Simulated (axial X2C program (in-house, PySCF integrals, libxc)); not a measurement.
P₂⁺ along the bond: HF, two-component

Calculated with an axial X2C code built on PySCF integrals. Two-component (2c) means X2C with spin–orbit coupling and atomic mean-field two-electron Coulomb and Gaunt terms. Basis: P dyall-v3z [8s7p2d1f] (cores contracted in-house); Gaussian nuclei, density fitting, unrestricted open shells. Masses: P 30.974 u.

State: Ω = 3/2 (⟨Sz⟩ = 0.50, ⟨Lz⟩ = 1.00 at HF).

Results along the bond:

| R (Å) | HOMO (eV) | LUMO (eV) |
| --- | --- | --- |
| 1.720 | -18.11 | -9.06 |
| 1.799 | -17.62 | -8.80 |
| 1.858 | -17.29 | -8.62 |
| 1.918 | -16.97 | -8.46 |
| 1.977 | -16.68 | -8.31 |
| 2.046 | -16.36 | -8.14 |
| 2.115 | -16.06 | -7.99 |
| 2.204 | -15.72 | -7.82 |
| 2.313 | -15.34 | -7.64 |
| 2.471 | -14.87 | -8.00 |

One determinant describes the state; a PBE0 search over occupations chose it and may have missed a lower one. PBE0 can misorder states that lie within some tenths of an eV, so this need not be the ground state of the molecule. The nearest other 2c determinant of the search, Ω = 1/2, lies 0.03 eV up at the distance of the search.
